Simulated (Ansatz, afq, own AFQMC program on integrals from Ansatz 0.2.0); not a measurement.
AlSiH3, triplet in cc-pVDZ, levels against CCSDT(Q)

```csv
atom,x (Å),y (Å),z (Å)
Si,-1.1719,0.0063,0.0220
Al,1.4166,-0.0076,-0.0266
H,-1.7486,1.3889,0.0076
H,-1.7365,-0.6584,1.2401
H,-1.7815,-0.7021,-1.1488
```

Connectivity, by distances: SiH3–Al.

Basis cc-pVDZ. Only valence electrons are correlated. Ansatz 0.2.0 and our own AFQMC program on the same integrals; the CISD trial comes from CCSD amplitudes, and released means the phaseless constraint is let go. ± is one standard error of the sampling.

Determinant: UHF, the one that the program's search chose, which needn't be the lowest solution. The geometry is a PBE0/def2-TZVP stationary point of this or a neighbouring charge and spin state.

No full CI on the walks' own integrals is used here; CCSDT(Q) serves as the reference and is uncertain by about the last step of the cluster series.

Cautions: another spin lies lower (by 1.44 eV).

* T1 diagnostic: 0.0251
* weight of the determinant in the CISD state: 0.872
* ⟨S²⟩ of the determinant: 2.015
* size of the correlated space: 10 electrons in 41 orbitals

| level | correlation energy (eV) |
| --- | --- |
| MP2 | -3.6407 |
| CCSD | -4.6791 |
| CCSD(T) | -4.8088 |

Problem. Estimate where phaseless AFQMC with a CISD trial lies against CCSD(T) on the same integrals.

Solution. 0.97 ± 0.12 mEh below CCSD(T).

Reference: CCSDT(Q), correlation energy -4.850 eV. The released energy is read at 2.40 1/Eh (meV from the phaseless value at times in 1/Eh: -4 ± 3 at 0.24, -11 ± 5 at 0.51, -10.7 ± 1.8 at 0.99, -11.2 ± 1.9 at 1.62, -11 ± 3 at 2.40).

| level | E − E(reference) (mEh) | share of correlation (%) |
| --- | --- | --- |
| CCSD(T) | 1.52 | 99.15 |
| CCSDT | 0.23 | 99.87 |
| ph-AFQMC/CISD | 0.55 ± 0.12 | 99.69 |
| released AFQMC | 0.14 ± 0.10 | 99.92 |

Released energies are given only where the last usable release times agree within the noise; a slower fall can still hide under it.
